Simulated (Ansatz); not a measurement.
# SiF⁺, triplet: the ladder up to full CI

Geometry: a point of a stretch scan, not a stationary point.

```yaml
atoms:
  - { symbol: Si, position_ang: [0.0000, 0.0000, 0.0000] }
  - { symbol: F, position_ang: [0.0000, 0.0000, 2.9260] }
```

Basis 6-31G; Ansatz 0.2.0. Correlated methods freeze the noble-gas cores, which leaves 10 electrons in 16 orbitals. Prefix R: restricted or restricted open-shell reference; prefix U: unrestricted. Active spaces: pair = (4e, 4o) about the gap; valence = (10e, 8o) chosen from the atoms' valence shells.

Full CI is exact within this basis and frozen core; it isn't the basis-set limit. The frozen core follows each run's orbitals, which can shift R against U totals by a few meV.

For open shells CISD and CISDTQ are restricted-active-space CI with the open shells as a complete middle space. The determinant fills πx and πy unequally, so it is a mixture of Σ and Δ, which weighs on every level built on one determinant.

```
UHF ⟨S²⟩                          : 2.001
T1 diagnostic (RCCSD)             : 0.0086
largest doubles amplitude (RCCSD) : 0.107
T1 diagnostic (UCCSD)             : 0.0072
```

```csv
level,E − E(full CI) (mEh),share of correlation (%),wall time
RHF,119.02,0.00,–
UHF,118.29,0.61,–
RMP2,20.07,83.14,–
UMP2,19.79,83.37,–
CISD,6.45,94.58,0.94 s
RCCSD,1.29,98.92,–
UCCSD,1.27,98.93,–
RCCSD(T),0.64,99.46,2 s
UCCSD(T),0.63,99.47,2 s
BCCD(T),0.63,99.47,1.7 s
RCCSDT,0.34,99.72,–
UCCSDT,0.32,99.73,–
CISDTQ,0.54,99.54,6 s
RCCSDT(Q),0.19,99.84,6 s
UCCSDT(Q),0.17,99.86,9.5 s
RCCSDTQ*,0.04,99.97,2.4 min
UCCSDTQ*,0.03,99.98,2.4 min
```

An asterisk marks runs whose energy the program itself flagged as in doubt.

The correlation energy at full CI, counted from RHF, is -3.239 eV. That run took 65 s on 1 thread of Arm Neoverse V2, shared host over 4,777,056 determinants.

Run but not shown, since their state, orbitals or frozen core can't be matched to the reference's or they repeat it: CASSCF (pair space), NEVPT2 (pair space), MRCISD (pair space), MRCISD+Q (pair space), CASSCF (valence space), NEVPT2 (valence space), MRCISD (valence space), MRCISD+Q (valence space), MRCISD+Q(relaxed) (valence space).

Times hold each run's SCF and search for its determinant on a shared host, so for small cases they say little of a method's own cost; they ran on 1 thread of Arm Neoverse V2. Some runs computed forces too.

The full-CI state has the irrep A1 of C2v, in the program's axes (one component, if the state is degenerate).

Natural occupations of full CI about the gap: 1.992 1.972 1.924 1.527 1.466 0.540 0.481 0.049 0.013 0.010; effectively unpaired electrons, Σ n²(2−n)², 2.33. No single determinant describes this state well, so single-reference rows can miss without a flag.
